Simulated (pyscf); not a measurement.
HO–Si•(F)–F (SMILES O[Si](F)F) + H₂ (SMILES [H][H]) -> F–SiH•–F (SMILES F[SiH]F) + H₂O (SMILES O), a four-centre exchange (doublet surface; O–Si, H–H broken, H–Si, H–O formed). Optimised with ωB97X-D3(BJ)/def2-SVP in PySCF. Energies in kJ/mol from the separated reactants.

AM1 to PM7: differences of heats of formation from MOPAC, which are fitted to 298 K values and so differ in kind from electronic energies by zero-point and thermal terms. Open shells are spin-unrestricted. 

**Question.** In single points PM7 puts the saddle at 265.3 kJ/mol and the reaction energy at +173.8 kJ/mol. Should these be trusted to within a few kcal/mol? Compare with ωB97M-D3(BJ)/def2-TZVP.

**Answer.** ωB97M-D3(BJ)/def2-TZVP gives ΔE‡ = 212.9 kJ/mol and ΔE = +91.0 kJ/mol. PM7 lies 52.4 kJ/mol over it in the barrier and 82.8 kJ/mol over it in the reaction energy, so on this step it does not hold to within 12.6 kJ/mol. ωB97M-D3(BJ)/def2-TZVP has limits of its own. On the product side the descent ends in a complex, 22.1 kJ/mol under the separated species and 147.4 kJ/mol under the saddle at ωB97X-D3(BJ)/def2-TZVP. At the saddle there is also a short H–Si contact that neither side keeps. This is the saddle that the search found; another between the same sides may lie lower.
